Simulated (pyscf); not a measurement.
This saddle point was located with ωB97X-D3(BJ)/def2-SVP in PySCF.

```xyz
4

Ge     1.0419     1.5036    -0.3634
O      0.1892     0.4624    -1.3527
F     -0.0139     0.0574     0.9109
H     -0.1785    -0.0908    -0.1263
```
Charge 0, spin multiplicity 1.

Surface: singlet, charge 0. Lowest wavenumbers (cm⁻¹): 496i, 366, 905, 1067, 1091.

Question: Name the species on either side of this saddle.

Answer: O=Ge: [singlet] + hydrogen fluoride (HF) ⇌ HO–Ge:–F [singlet], an addition across a multiple bond or ene-type step read from left to right: F–H broken and F–Ge, H–O formed. At CCSD(T)/def2-TZVPP + ΔMP2(QZVPP) it lies -0.08 eV from the left side and +1.68 eV from the right (each side as separated species at their lowest minima found). On the reactant side the descent ends in a bound adduct, 0.44 eV under the separated species and 0.11 eV under the saddle at ωB97X-D3(BJ)/def2-TZVP. At CCSD(T) the saddle lies under the separated reactants, which points to a path from their complex (located at ωB97X-D3(BJ) alone). At ωB97X-D3(BJ) the barrier from the zero used here is -0.33 eV. This is the saddle that the search found; another between the same sides may lie lower. The CCSD(T) − MP2 part came from Ansatz, without density fitting, on the same reference. The frozen core leaves the outer d or s,p core shells of the metals and heavy elements correlated in the MP2 and CC values, and def2-TZVPP describes them poorly, which can shift differences by a few kcal/mol. Elements up to Kr have no core potential and no relativistic terms here.
